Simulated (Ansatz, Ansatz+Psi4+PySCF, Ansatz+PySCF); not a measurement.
```csv
atom,x (Å),y (Å),z (Å)
H,0.9067,1.2429,-2.2000
H,0.9067,-1.2010,-2.2000
H,-0.9412,-1.2010,-2.2000
C,-0.0172,0.6781,-2.2000
C,-0.0172,-0.6362,-2.2000
```

Basis set: cc-pVTZ (spherical functions). Frozen core: 2 orbitals. Correlation on ROHF uses semicanonical orbitals with singles. Charge 0, multiplicity 2.

Computed with Ansatz (development build ahead of 0.2.0); each method stands on the lowest determinant of its kind that the runs found.

Task: Give the atomization energy at this shape (free ground-state atoms in the same class of orbitals less the molecule, no zero-point energy) of doublet C2H3 by ROHF-CCSD(T), ROHF-MP2, UHF-MP2, ROHF, UHF.

Result:

| method | atomization energy |
| --- | --- |
| ROHF-CCSD(T) | 18.72 eV |
| ROHF-MP2 | 18.85 eV |
| UHF-MP2 | 18.61 eV |
| ROHF | 14.57 eV |
| UHF | 14.53 eV |

Caution for ROHF-MP2, UHF-MP2: forces differ strongly between restricted and unrestricted references. Caution for UHF-MP2, UHF: the unrestricted determinant is spin contaminated.
